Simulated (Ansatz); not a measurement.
# Worked example: the enthalpy of formation of C3O2 (carbon suboxide)

The species is C3O2 (5 atoms), meant as a singlet with charge 0. SMILES: `O=C=C=C=O`. The coordinates come from a PBE0-D4/def2-TZVP relaxation.

```xyz
5

O     0.3094   -2.0668    1.2529
C     0.1663   -1.0900    0.6526
C     0.0086   -0.0148   -0.0081
C    -0.1466    1.0605   -0.6692
O    -0.2879    2.0375   -1.2697
```

Total energies at revPBE/6-311+G** (Ansatz 0.2.0); the atoms run unrestricted:

```tsv
species	state	energy (Eh)
C3O2	singlet	-264.745955
O	triplet	-75.064872
C	triplet	-37.843437
```

Harmonic wavenumbers at PBE0-D4/def2-TZVP, in cm⁻¹: 56, 56, 578, 578, 598, 598, 790, 1671, 2299, 2420.

Measured heats of formation of the gaseous atoms at 298.15 K, in kJ/mol: O 249.2, C 716.9. Spin-orbit lowering of the atoms at 298 K (mean of the ground term's levels less their thermal mean, from spectra), in kJ/mol: O 0.40, C 0.02. Take 1 Eh = 2625.50 kJ/mol, 1 cm⁻¹ = 0.0119627 kJ/mol, RT = 2.479 kJ/mol.

What heat of formation follows?


1. Electronic atomisation energy: 2 × (-75.064872) + 3 × (-37.843437) − (-264.745955) = 1.085900 Eh = 2851.0 kJ/mol.
2. Zero-point energy: half the sum of the wavenumbers, 4822 cm⁻¹ = 57.7 kJ/mol.
3. Thermal vibrational enthalpy, Σ hcν̃/(exp(hcν̃/kT) − 1): 6.3 kJ/mol. Translation, rotation and pV of a linear molecule: 3.5 RT = 8.7 kJ/mol.
4. The 5 free atoms carry 5/2 RT each: 31.0 kJ/mol.
5. Spin-orbit coupling lowers the free atoms by 2 × 0.40 + 3 × 0.02 = 0.9 kJ/mol.
6. Atomisation enthalpy at 298 K: 2851.0 − 0.9 − 57.7 − 6.3 − 8.7 + 31.0 = 2808.4 kJ/mol.
7. Sum of the atoms' heats of formation: 2649.1 kJ/mol. Heat of formation: 2649.1 − 2808.4 = -159.3 kJ/mol.

The tabulated value is -95.6 kJ/mol (Active Thermochemical Tables), so this level is off by -63.7 kJ/mol, or 2.3 % of the atomisation enthalpy that the table implies (2744.7 kJ/mol). Gradient-corrected functionals often overbind somewhat. Anharmonicity and any spin-orbit splitting of the molecule are left out.
